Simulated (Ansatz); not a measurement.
# How far each method lies from UCCSDT(Q) for SiH4⁺, quartet

All five atoms lie in one plane.

Geometry: that of the SiH4, triplet, kept fixed. The doublet lies 4.5 eV lower here.

```yaml
atoms:
  - { symbol: Si, position_ang: [0.0000, 0.0000, 0.0000] }
  - { symbol: H, position_ang: [-0.0115, 1.0851, 1.0776] }
  - { symbol: H, position_ang: [-0.0165, -1.0776, 1.0850] }
  - { symbol: H, position_ang: [0.0165, 1.0776, -1.0850] }
  - { symbol: H, position_ang: [0.0115, -1.0851, -1.0776] }
```

Basis cc-pVTZ; Ansatz 0.2.0. Correlated methods freeze the noble-gas cores, which leaves 7 electrons in 85 orbitals. R marks a restricted (for open shells ROHF) determinant, U an unrestricted one. Active spaces: valence = (7e, 8o) chosen from the atoms' valence shells.

Full CI isn't at hand for all of this; UCCSDT(Q) serves as the reference, and is uncertain by about the last step of the cluster series. The frozen core follows each run's orbitals, which can shift R against U totals by a few meV.

- UHF ⟨S²⟩: 3.755
- T1 diagnostic (RCCSD): 0.0259
- largest doubles amplitude (RCCSD): 0.065
- T1 diagnostic (UCCSD): 0.0215

| level | E − E(RHF) (eV) |
| --- | --- |
| UHF | -0.0680 |
| RMP2 | -2.9038 |
| UMP2 | -2.9032 |
| RCCSD | -3.6220 |
| UCCSD | -3.6244 |
| RCCSD(T) | -3.7455 |
| UCCSD(T) | -3.7464 |

Question: Estimate how far UCCSDT(Q) in cc-pVTZ lies from RCCSD(T). The table doesn't fix it; the size of (T) and the diagnostics are the guide.

Answer: UCCSDT(Q) in cc-pVTZ lies 3.5 kJ/mol below RCCSD(T), which is 29 % of the (T) step (-11.9 kJ/mol). The diagnostics give no warning, yet the rest is a sizeable part of (T).

The other levels:

```tsv
level	E − E(UCCSDT(Q)) (kJ/mol)	share of correlation (%)	wall time
BCCD(T)	3.4	99.06	2 s (H100)
RCCSDT	0.5	99.86	–
UCCSDT	0.4	99.89	–
RCCSDT(Q)	0.1	99.97	3.5 s (H100)
CASSCF (valence space)	248.9	31.79	–
NEVPT2 (valence space)	65.4	82.07	3.2 s
MRCISD (valence space)	16.6	95.45	–
MRCISD+Q (valence space)	4.4	98.78	2.8 s (H100)
MRCISD+Q(relaxed) (valence space)	-0.1	100.02	2.9 s (H100)
```

The correlation energy at UCCSDT(Q), counted from RHF, is -3.781 eV. That run took 3.5 s on 2 threads of AMD EPYC 7R13 with a shared H100 80 GB, shared host.

Times hold each run's SCF and search for its determinant on a shared host, so for small cases they say little of a method's own cost; rows without a card ran on 1 thread of AMD EPYC 7R13.

Natural occupations of CASSCF (valence space) about the gap: 1.969 1.959 1.002 1.001 1.000 0.043 0.020 0.006; effectively unpaired electrons, Σ n²(2−n)², 3.02.
